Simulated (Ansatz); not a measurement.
What does this script print? It uses Ansatz's Python interface.

Contents of `alh4psi.xyz`:
```text
7

Al   -1.16520   -0.59990   -0.52140
Si    0.35710    0.89820    0.46400
P     0.60890   -1.24530    0.73800
H    -2.40410   -0.83980   -1.46650
H     1.33130    1.51090   -0.47130
H    -0.15360    1.62890    1.64290
H     1.48690   -1.42090   -0.43140
```

The script, `alh4psi_pa.py`:
```python
# -*- coding: utf-8 -*-
"""Adding a proton to AlH4PSi."""

from dataclasses import dataclass

import ansatz as az
import numpy as np


@dataclass
class Settings:
    basis_set: str = "def2-SVP"
    xc: str = "pbe0"
    dispersion: str = "d4"
    net_charge: int = 1
    force_tol: float = 0.01


opts = Settings()

mol = az.Crystal.molecule_from_extxyz("alh4psi.xyz")

setup = (
    mol.calculation()
    .basis(gaussian=opts.basis_set)
    .functional(opts.xc, dispersion=opts.dispersion)
)
symbols = [site.symbol for site in mol.cartesian_sites]
start = np.array([site.position_ang for site in mol.cartesian_sites], dtype=float)
summary = setup.relax(force_tolerance=0.01).run().report
end = np.array(summary["positions_ang"])

# start the new hydrogen opposite the existing bonds
away = sum((end[2] - end[j]) / np.linalg.norm(end[2] - end[j]) for j in [0, 1, 6]) + np.array([0.15, 0.1, -0.2])
proton = end[2] + 1.4 * away / np.linalg.norm(away)
acid = az.Crystal.molecule()
for symbol, place in zip(symbols, end):
    acid = acid.atom(symbol, place.tolist())
acid = acid.atom("H", proton.tolist())
protonated = (
    acid.calculation()
    .basis(gaussian=opts.basis_set)
    .functional(opts.xc, dispersion=opts.dispersion)
    .charge(opts.net_charge)
    .relax(force_tolerance=opts.force_tol, max_steps=80)
)
after = protonated.run().report
xyz = np.array(after["positions_ang"])
reach = np.linalg.norm(xyz[:-1] - xyz[-1], axis=1)
print(f"base {summary['free_energy_ev']:.5f} eV, protonated {after['free_energy_ev']:.5f} eV")
print(f"the proton ends {reach.min():.3f} A from {symbols[reach.argmin()]}{reach.argmin()}")
print(f"electronic proton affinity {(summary['free_energy_ev'] - after['free_energy_ev']):.3f} eV")
```

```console
$ python alh4psi_pa.py
base -23810.23389 eV, protonated -23819.37636 eV
the proton ends 1.417 A from P2
electronic proton affinity 9.142 eV
```

Notes:
- Total energies depend on the basis set; only differences at equal settings carry meaning.
- The proton is put on one chosen atom, which needn't be the most basic site, so the molecule's proton affinity can be higher; the ends are stationary points, not checked by frequencies, and zero-point and thermal terms count only where printed.
- Hardware and time: 45 s on 1 thread of AMD EPYC 9B14 (Zen 4) (shared host), peak memory 0.24 GiB.
